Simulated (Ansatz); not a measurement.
**SiN2H+ (triplet): wave-function methods side by side, cc-pVDZ**

One table from this session's results is given with a row withheld; the runs are named, their logs left out.

Method: cc-pVDZ, core rule «outside noble gas», up to 7 orbitals frozen; program: Ansatz 0.2.0, Gaussian basis.

Plan: UHF; CCSD(T) on ROHF; CCSD(T) on UHF; BCCD(T) on ROHF; CISD as a restricted active space (open shells left free, so some higher excitations enter); CCSDT(Q) on ROHF; CCSDT(Q) on UHF.

16 further runs of the same task are left out: 8 that didn't finish, 8 set aside as unsound or not needed. Runs told in other sessions of the task aren't counted.

### The geometry

The geometry is a PBE0/def2-TZVP stationary point (not a proven minimum) of the parent state, kept for this charge and spin.

4 atoms, charge 1, spin multiplicity 3.

Atoms are counted from 1 here; the program's logs count them from 0.

Bond lengths: N1–N2 1.251 Å, N1–H4 1.031 Å, N2–Si3 1.603 Å. Angles: N2–N1–H4 109.6°, N1–N2–Si3 173.5°.

Coordinates:

```xyz
4
HN2Si
N     0.0000   -0.3026    0.9085
N     0.0000   -0.1605   -0.3342
Si    0.0000   -0.1601   -1.9368
H     0.0000    0.6232    1.3624
```

The first run:

Contents of in.yaml:

```yaml
crystal:
  periodic: [false, false, false]
  atoms:
    - {symbol: N, position_ang: [0.000005, -0.302572, 0.908543]}
    - {symbol: N, position_ang: [-0.000014, -0.160541, -0.334175]}
    - {symbol: Si, position_ang: [0.000002, -0.160128, -1.936811]}
    - {symbol: H, position_ang: [0.000007, 0.623240, 1.362442]}
basis:
  gaussian: {orbitals: cc-pVDZ}
total_charge: 1
magnetization: {spin_polarized: true, initial_magnetization: 2}
hamiltonian: {xc: hf}
output: {orbitals: {seedname: orbitals}}
```

Started as:

```console
$ ansatz run in.yaml --threads 1 --pin off --events-out ev --progress --plain --max-ram 2393MiB
```

Among the steps run: UHF; CCSD(T) on ROHF; CCSD(T) on UHF; BCCD(T) on ROHF; CISD as a restricted active space (open shells left free, so some higher excitations enter); CCSDT(Q) on ROHF; CCSDT(Q) on UHF.

One of the session's tables, all rows but one given; the rest of the session is left out.

| method | from UCCSDT(Q) (kJ/mol) |
| --- | --- |
| ROHF | +1090.2 |
| UHF | +1057.3 |
| RMP2 | ? |
| UMP2 | +127.5 |
| CISD | +163.6 |
| RCCSD | +50.7 |
| UCCSD | +49.3 |
| RCCSD(T) | +8.4 |
| UCCSD(T) | +8.7 |
| BCCD(T) | +8.4 |
| RCCSDT | +5.4 |
| UCCSDT | +5.3 |
| RCCSDT(Q) | +0.4 |
| UCCSDT(Q) | 0 |

Q: Estimate the row for RMP2 from the others.

As computed: from UCCSDT(Q) (kJ/mol): +119.6. In the column «from UCCSDT(Q) (kJ/mol)» it lies between RCCSD (+50.7) and UMP2 (+127.5).

To keep in mind: Restricted and unrestricted rows rest on different reference determinants; a gap between their highest levels can come from leftover correlation error, from unlike frozen cores or from another state.
